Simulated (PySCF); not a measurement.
Species: 3-butenoic acid, C₄H₆O₂.
SMILES with atom numbers: `[CH2:1]=[CH:2][CH2:3][C:4](=[O:5])[OH:6]` (hydrogens: H7, H8 on C1; H9 on C2; H10, H11 on C3; H12 on O6)

Geometry (PBE0-D3(BJ)/def2-SVP, Å), atoms numbered from 1 in this order:
```
atom  x, y, z in Å
C1    -2.140    0.473    0.142
C2    -1.059   -0.134   -0.346
C3     0.200   -0.369    0.424
C4     1.446   -0.050   -0.363
O5     1.506    0.076   -1.557
O6     2.520    0.049    0.431
H7    -2.170    0.860    1.165
H8    -3.039    0.605   -0.466
H9    -1.053   -0.497   -1.379
H10    0.289   -1.437    0.700
H11    0.219    0.185    1.375
H12    3.276    0.221   -0.151
```

Method: PBE0-D3(BJ)/def2-SVP geometry optimisation, gas phase in PySCF 2.14.0.

Take the most abundant isotopes and a rigid rotor. The values belong to one conformer with, in the numbering `[CH2:1]=[CH:2][CH2:3][C:4](=[O:5])[OH:6]`, C1–C2–C3–C4 -136°, C2–C3–C4–O5 -17°, C3–C4–O6–H 178°.

**Question.** What are A, B and C (MHz)?

**Answer.** Ia = 55.55, Ib = 245.51, Ic = 286.01 u·Å²; 505379 MHz·u·Å²/I gives A = 9097, B = 2059, C = 1767 MHz.

**Question.** Classify the top.

**Answer.** A near-prolate asymmetric top: κ = (2 × 2059 − 9097 − 1767)/(9097 − 1767) = -0.92.

**Question.** Is it planar, by Δ = Ic − Ia − Ib?

**Answer.** Not planar: Δ = Ic − Ia − Ib = -15.05 u·Å². For a rigid frame Δ = −2 Σ m c², so Σ m c² = 7.53 u·Å² lies off the ab plane: 3.36 from hydrogen and 4.16 from heavier atoms. The atom farthest from that plane is 1.42 Å away.

**Question.** Give the other two planar moments, Paa and Pbb, and the rms extents of the mass along the axes.

**Answer.** Paa = Σ m a² = (Ib + Ic − Ia)/2 = 237.98 and Pbb = Σ m b² = (Ia + Ic − Ib)/2 = 48.03 u·Å². With the mass M = 86.04 u, the rms extents √(P/M) along a, b and c are 1.66, 0.75, 0.30 Å.

**Question.** List the rotational levels J(Ka,Kc) to J = 5 (cm⁻¹).

**Answer.** Above 0(0,0):
J = 1: 1(0,1) 0.1276, 1(1,1) 0.3624, 1(1,0) 0.3721
J = 2: 2(0,2) 0.3825, 2(1,2) 0.6079, 2(1,1) 0.6371, 2(2,1) 1.3414, 2(2,0) 1.3417
J = 3: 3(0,3) 0.7642, 3(1,3) 0.9759, 3(1,2) 1.0343, 3(2,2) 1.7243, 3(2,1) 1.7257, 3(3,1) 2.9227, 3(3,0) 2.9227
J = 4: 4(0,4) 1.2716, 4(1,4) 1.4663, 4(1,3) 1.5635, 4(2,3) 2.2344, 4(2,2) 2.2389, 4(3,2) 3.4337, 4(3,1) 3.4337, 4(4,1) 5.1108, 4(4,0) 5.1108
J = 5: 5(0,5) 1.9038, 5(1,5) 2.0788, 5(1,4) 2.2245, 5(2,4) 2.8718, 5(2,3) 2.8821, 5(3,3) 4.0727, 5(3,2) 4.0729, 5(4,2) 5.7494, 5(4,1) 5.7494, 5(5,1) 7.9057, 5(5,0) 7.9057
The levels of one J sum to (2J + 1)J(J + 1)(A + B + C)/3.

**Question.** Which types of transition are allowed, and where do some lines up to J = 4 fall?

**Answer.** The dipole components are |μa| = 0.31 D, |μb| = 1.54 D, |μc| = 0.23 D. The squared components, which scale the intensities, stand as 0.04 : 1.00 : 0.02 (a : b : c). Some lines, for components of 0.1 D or more:

```json
{"type": "b", "branch": "R", "J(Ka,Kc)": "2(0,2) ← 1(1,1)", "MHz": "603", "lower level (cm⁻¹)": "0.362"}
{"type": "b", "branch": "R", "J(Ka,Kc)": "3(0,3) ← 2(1,2)", "MHz": "4685", "lower level (cm⁻¹)": "0.608"}
{"type": "c", "branch": "Q", "J(Ka,Kc)": "4(1,4) ← 4(0,4)", "MHz": "5837", "lower level (cm⁻¹)": "1.272"}
{"type": "c", "branch": "Q", "J(Ka,Kc)": "1(1,1) ← 1(0,1)", "MHz": "7039", "lower level (cm⁻¹)": "0.128"}
{"type": "b", "branch": "Q", "J(Ka,Kc)": "1(1,0) ← 1(0,1)", "MHz": "7330", "lower level (cm⁻¹)": "0.128"}
{"type": "a", "branch": "R", "J(Ka,Kc)": "2(0,2) ← 1(0,1)", "MHz": "7642", "lower level (cm⁻¹)": "0.128"}
{"type": "b", "branch": "R", "J(Ka,Kc)": "1(1,1) ← 0(0,0)", "MHz": "10864", "lower level (cm⁻¹)": "0.000"}
{"type": "c", "branch": "R", "J(Ka,Kc)": "1(1,0) ← 0(0,0)", "MHz": "11156", "lower level (cm⁻¹)": "0.000"}
{"type": "a", "branch": "R", "J(Ka,Kc)": "3(2,2) ← 2(2,1)", "MHz": "11477", "lower level (cm⁻¹)": "1.341"}
{"type": "a", "branch": "R", "J(Ka,Kc)": "3(1,2) ← 2(1,1)", "MHz": "11908", "lower level (cm⁻¹)": "0.637"}
{"type": "a", "branch": "R", "J(Ka,Kc)": "4(2,3) ← 3(2,2)", "MHz": "15295", "lower level (cm⁻¹)": "1.724"}
{"type": "c", "branch": "Q", "J(Ka,Kc)": "4(2,3) ← 4(1,3)", "MHz": "20113", "lower level (cm⁻¹)": "1.564"}
{"type": "b", "branch": "Q", "J(Ka,Kc)": "3(2,1) ← 3(1,2)", "MHz": "20729", "lower level (cm⁻¹)": "1.034"}
{"type": "b", "branch": "Q", "J(Ka,Kc)": "2(2,0) ← 2(1,1)", "MHz": "21126", "lower level (cm⁻¹)": "0.637"}
{"type": "b", "branch": "R", "J(Ka,Kc)": "2(2,1) ← 1(1,0)", "MHz": "29059", "lower level (cm⁻¹)": "0.372"}
{"type": "c", "branch": "R", "J(Ka,Kc)": "3(2,1) ← 2(1,1)", "MHz": "32638", "lower level (cm⁻¹)": "0.637"}
{"type": "c", "branch": "R", "J(Ka,Kc)": "3(2,2) ← 2(1,2)", "MHz": "33468", "lower level (cm⁻¹)": "0.608"}
{"type": "b", "branch": "R", "J(Ka,Kc)": "3(2,1) ← 2(1,2)", "MHz": "33512", "lower level (cm⁻¹)": "0.608"}
{"type": "c", "branch": "Q", "J(Ka,Kc)": "4(3,2) ← 4(2,2)", "MHz": "35820", "lower level (cm⁻¹)": "2.239"}
{"type": "b", "branch": "Q", "J(Ka,Kc)": "3(3,1) ← 3(2,2)", "MHz": "35929", "lower level (cm⁻¹)": "1.724"}
{"type": "b", "branch": "Q", "J(Ka,Kc)": "4(3,2) ← 4(2,3)", "MHz": "35953", "lower level (cm⁻¹)": "2.234"}
{"type": "b", "branch": "R", "J(Ka,Kc)": "3(3,1) ← 2(2,0)", "MHz": "47396", "lower level (cm⁻¹)": "1.342"}
{"type": "c", "branch": "R", "J(Ka,Kc)": "3(3,0) ← 2(2,0)", "MHz": "47397", "lower level (cm⁻¹)": "1.342"}
{"type": "b", "branch": "R", "J(Ka,Kc)": "3(3,0) ← 2(2,1)", "MHz": "47405", "lower level (cm⁻¹)": "1.341"}
{"type": "c", "branch": "Q", "J(Ka,Kc)": "4(4,1) ← 4(3,1)", "MHz": "50275", "lower level (cm⁻¹)": "3.434"}
{"type": "c", "branch": "R", "J(Ka,Kc)": "4(3,1) ← 3(2,1)", "MHz": "51205", "lower level (cm⁻¹)": "1.726"}
{"type": "b", "branch": "R", "J(Ka,Kc)": "4(3,1) ← 3(2,2)", "MHz": "51249", "lower level (cm⁻¹)": "1.724"}
{"type": "c", "branch": "R", "J(Ka,Kc)": "4(4,0) ← 3(3,0)", "MHz": "65596", "lower level (cm⁻¹)": "2.923"}
```

**Question.** Estimate the classical rotational partition function at 10 K, 50 K and 200 K.

**Answer.** Point group C1, symmetry number σ = 1; q = (√π/σ)·√((kT/h)³/(ABC)), k/h = 20836.6 MHz/K: 927 at 10 K, 10400 at 50 K, 82900 at 200 K.

No PBE0-D3(BJ)/def2-SVP frequencies stand behind this structure, so it isn't proved a minimum. These are rigid-rotor constants of the computed structure; measured ground-state constants (B0) also hold zero-point vibration.

The run took 57 s wall on Arm Neoverse V1, one thread, shared host with 32 logical CPUs at a one-minute load of 10, and the process peaked at 0.50 GiB of memory. That covers the optimisation of the geometry.
